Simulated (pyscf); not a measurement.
HO–AlH–PH₂ + H₂ → H₂Al–PH₂ + H₂O, a four-centre exchange (singlet surface; Al–O, H–H broken, Al–H, H–O formed). Structures and frequencies: ωB97X-D3(BJ)/def2-SVP in PySCF. Energies in kJ/mol from the separated reactants.

Small-basis levels: PySCF, no dispersion term, spherical d functions. 

Quick B3LYP/6-31G* single points give ΔE‡ = 108.6 kJ/mol and ΔE = +132.0 kJ/mol. What does ωB97M-D3(BJ)/def2-TZVP give, and how far is the quick result from it?

ωB97M-D3(BJ)/def2-TZVP gives ΔE‡ = 101.9 kJ/mol and ΔE = +123.1 kJ/mol. B3LYP/6-31G* lies 6.6 kJ/mol over it in the barrier and 8.9 kJ/mol over it in the reaction energy, so on this step it holds to within 12.6 kJ/mol. ωB97M-D3(BJ)/def2-TZVP has limits of its own. On the product side the descent ends in an adduct with a Al–O contact, 95.1 kJ/mol under the separated species and 70.5 kJ/mol under the saddle at ωB97X-D3(BJ)/def2-TZVP. At ωB97M-D3(BJ) the saddle lies under the separated products, which points to a path from their complex (located at ωB97X-D3(BJ) alone), and parting the products costs more than the saddle. What is counted as broken (Al–O) persists as a longer contact in the product adduct; parting that adduct is a step of its own. At the saddle there is also a short Al–H contact that neither side keeps. This is the saddle that the search found; another between the same sides may lie lower.
